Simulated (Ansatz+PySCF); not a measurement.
A calculation with PySCF 2.14.0.

```python
from pyscf import gto, scf, cc

mol = gto.M(atom="""
O 0.000000 0.000000 -0.269240
H 0.000000 1.696890 1.076960
H 0.000000 -1.696890 1.076960
""", basis='6-31g', charge=0, spin=0)
mf = scf.UHF(mol)
mf.kernel()
mycc = cc.CCSD(mf, frozen=1).run()
et = mycc.ccsd_t()
print(mf.e_tot, mycc.e_corr, et, mycc.e_tot + et)
```

The script is written out from the run's settings.

Results

```
Converged               : yes
Reference energy        : -75.50314 hartree
CCSD correlation energy : -0.34632 hartree
Triples correction      : -0.02608 hartree
Total energy            : -75.87554 hartree
```

This is not the lowest solution: another run reaches a determinant 7.49 eV lower. Caution: large share of triples, a single reference is doubtful.
